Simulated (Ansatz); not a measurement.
A calculation on bcc V returned lattice constant a 2.975 Å, bulk modulus 197 GPa.

For reference: lattice constant a 3.021 Å (measured, static lattice: zero-point anharmonic expansion removed; as tabulated in Mejia-Rodriguez and Trickey (2018), arXiv:1807.09216); bulk modulus 161 GPa (measured, corrected for temperature and zero-point phonon effects, our sources range from 159 to 166; as tabulated in Levämäki et al. (2014), arXiv:1402.3671).

Task: Which level of theory produced these numbers?
A) revPBE (Ansatz (a quantum-chemistry and plane-wave program))
B) r²SCAN+rVV10 (Ansatz)
C) PBE (Ansatz)
D) RPBE (Ansatz)

Result: B, r²SCAN+rVV10 (Ansatz)

The others give: PBE 2.997 Å, 182 GPa; revPBE 3.014 Å, 175 GPa; RPBE 3.021 Å, 172 GPa.

Unless a cell is named, each level is at its own relaxed cell (PBE 13.46, r²SCAN+rVV10 13.17, revPBE 13.69, RPBE 13.78 Å³/atom).

The crystal itself was run without spin with PBE, revPBE, RPBE, r²SCAN+rVV10; a magnetic state was not tried in these runs.

Ansatz's density-functional and Hartree–Fock values are scalar-relativistic unless marked +SOC, with PAW data made under PBE.
